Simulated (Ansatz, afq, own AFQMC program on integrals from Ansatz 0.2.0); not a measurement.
Integrals from Ansatz 0.2.0, then the random walk in our own AFQMC program (afq).

```yaml
crystal:
  periodic: [false, false, false]
  atoms:
    - {symbol: H, position_ang: [-2.150051, 0.000000, 0.000000]}
    - {symbol: H, position_ang: [-1.250051, 0.000000, 0.000000]}
    - {symbol: C, position_ang: [0.227949, 0.000000, 0.000000]}
    - {symbol: H, position_ang: [0.227949, -1.080023, 0.000000]}
    - {symbol: H, position_ang: [0.227949, 0.540011, 0.935327]}
    - {symbol: H, position_ang: [0.227949, 0.540012, -0.935327]}
basis:
  gaussian: {orbitals: cc-pVTZ}
magnetization: {spin_polarized: true, initial_magnetization: 1}
correlation: {method: ccsd_t, electrons: outside_noble_gas, hamiltonian_folder: ham}
```

```sh
$ ansatz run in.yaml --threads 1 --pin off --events-out ev --progress --plain --max-ram 24576MiB --backend cuda --devices 0, --max-vram 18GiB
```

afq runs on the folder ham with

```
--method phaseless --trial cisd --walkers 1100 --populations 20 --least-time 60 --time-step 0.005 --steps-per-block 50 --equilibration-blocks 28 --max-blocks 4000 --target-error 0.00018 --factor-cut 1e-05 --start spin_pure --seed 1543 --release-times 0.24,0.51,0.99,1.62,2.4 --release-step 0.03 --release-every 3 --taylor-order 6
```

Times are imaginary, in 1/Eh. The walk had a cap of 238 s. With eight or more populations the least sampling time is a fifth of least-time, and the error comes from their spread.

Log:

```
orbitals 99  electrons 5 4  factors 540 of 540
reference energy -40.66966185 Eh
CCSD correlation -0.23126995 Eh in 10 cycles, weight of the determinant in the CISD state 0.9096
energy of the start -40.899509 Eh
 block  time / (1/Eh)  mean weight  energy / Eh
     1     0.250  0.9994  -40.899410
     2     0.500  1.0000  -40.901880
     3     0.750  0.9998  -40.904766
     4     1.000  0.9993  -40.905864
     5     1.250  1.0001  -40.906160
     8     2.000  0.9997  -40.907514
    11     2.750  0.9997  -40.908488
    14     3.500  1.0002  -40.907825
    17     4.250  1.0001  -40.907332
    20     5.000  0.9993  -40.908007
    23     5.750  1.0002  -40.908136
    26     6.500  1.0007  -40.910225
    29     7.250  1.0002  -40.909207
    32     8.000  1.0000  -40.907576
    35     8.750  0.9997  -40.907787
    38     9.500  1.0002  -40.907550
    39     9.750  1.0004  -40.907101
    41    10.250  0.9994  -40.907134
    44    11.000  1.0000  -40.908225
    47    11.750  1.0000  -40.908248
    50    12.500  0.9998  -40.908355
    53    13.250  0.9998  -40.908977
    56    14.000  0.9995  -40.908058
    59    14.750  0.9994  -40.908507
    62    15.500  1.0001  -40.908684
    65    16.250  1.0007  -40.909024
    68    17.000  0.9990  -40.908711
    71    17.750  0.9998  -40.907834
    74    18.500  1.0002  -40.909033
    77    19.250  1.0004  -40.908197
    78    19.500  1.0002  -40.909382
error from the spread of 20 populations
released: time / (1/Eh)  energy / Eh  error  mean overlap
  0.24  -40.908508  0.000149  0.9924
  0.51  -40.908527  0.000087  0.9903
  0.99  -40.908680  0.000120  0.9768
  1.62  -40.908257  0.000166  0.9762
  2.40  -40.908305  0.000222  0.9797
energy -40.908384 +/- 0.000155 Eh
(rows thinned)
```

The run passed its tests (sampling time, drift between the halves within three errors, error under three times the target), which doesn't prove that it has relaxed.

Against this walk (error 4.2 meV) on the same determinant: CCSD(T) 22.3 meV higher, CCSDT(Q) 1.3 meV lower (within the noise). The error is statistical and leaves out the bias of the constraint. Released to 2.40 1/Eh the energy moves by 2 ± 7 meV (both errors), within twice the noise.

Cautions: constraint bias not in the error.

The walk took 110 s on 1 × NVIDIA H100 80GB HBM3 with 2 threads of AMD EPYC 7R13 Processor (Zen 3) (shared host) (the card was shared). The log's last line is the phaseless energy.

CCSDT and higher add their correlation energy to the determinant of the CCSD(T) run, since their own runs factorise the integrals more tightly (a shift of under 2 meV). A walk keeps the symmetry of its determinant, which the program's search chose and which needn't be the lowest solution, so a lower state of the same spin and another symmetry isn't excluded.
